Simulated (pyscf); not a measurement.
`[GeH4]` + `[CH3]` [doublet] -> `[CH3][GeH3]` + `[H]` [doublet] (substitution at Ge; doublet surface; Ge–H broken, C–Ge formed). PySCF, gas phase, ωB97X-D3(BJ)/def2-SVP geometries. MP2 and CC: frozen core, UHF for open shells. ΔMP2 is the change of the MP2 total energy from the triple- to the quadruple-zeta basis. Energies in kJ/mol from the separated reactants.

```
level                             barrier  reaction energy
--------------------------------  -------  ---------------
ωB97X-D3(BJ)/def2-TZVP                [?]            +17.2
B3LYP-D3(BJ)/def2-TZVP               64.8            +38.3
PBE0-D3(BJ)/def2-TZVP                56.2            +19.9
ωB97M-D3(BJ)/def2-TZVP               78.2            +25.9
HF/def2-TZVP                        178.5            +51.6
CCSD(T)/def2-TZVPP                   81.3            +27.2
CCSD(T)/def2-TZVPP + ΔMP2(QZVPP)      [?]              [?]
```

Q: What belongs in the gaps?

A: 
- ωB97X-D3(BJ)/def2-TZVP, barrier: 72.6
- CCSD(T)/def2-TZVPP + ΔMP2(QZVPP), barrier: 78.0
- CCSD(T)/def2-TZVPP + ΔMP2(QZVPP), reaction energy: +26.4

The same reactants have a lower exit, to GeH₃• + CH₄ (barrier +21.4 kJ/mol at ωB97M-D3(BJ), against +78.2 kJ/mol here). This is the saddle that the search found; another between the same sides may lie lower. The angle at the attacked Ge is 180°. The CCSD(T) − MP2 part came from Ansatz, without density fitting, on the same reference. The frozen core leaves the outer d or s,p core shells of the metals and heavy elements correlated in the MP2 and CC values, and def2-TZVPP describes them poorly, which can shift differences by a few kcal/mol. Elements up to Kr have no core potential and no relativistic terms here.
